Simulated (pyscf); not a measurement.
PySCF, gas phase, ωB97X-D3(BJ)/def2-SVP geometries.

What is the homolytic dissociation enthalpy (298 K, ωB97M-D3(BJ)/def2-TZVP) of the O–W bond of HO–WH₂(F)(F)–F (SMILES [OH][WH2]([F])([F])[F]), to OH• + [F–WH₂(F)–F]•?

O–W to OH• + [F–WH₂(F)–F]•: 89.0 kcal/mol. The 7 functionals that were run give +89.0 (ωB97M-D3(BJ)) to +98.6 kcal/mol (PBE). The radicals are drawn with the spin at the cut bond; how far it spreads was not checked. Left out: the spin-orbit lowering of OH. Open-shell species with a d-block atom are single-reference here; other states, and whether the spin sits on metal or ligand, were not checked. Elements past Kr carry the def2 core potentials, without spin-orbit coupling.
